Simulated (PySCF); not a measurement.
All values below come from B3LYP-D3(BJ)/def2-TZVP in PySCF. All species are isolated molecules in the gas phase. B3LYP has the VWN-RPA correlation part, as in Gaussian. 

Reference species (SMILES): `[F]` (neutral, multiplicity 2).

dipole moment: 0.00 D

Changed species: `[F][In][F]` (radical fragment; the reference has radical fragment).

Question: Give the shifts of the dipole moment.

Answer: the dipole moment rises by 3.24 D, to 3.24 D.
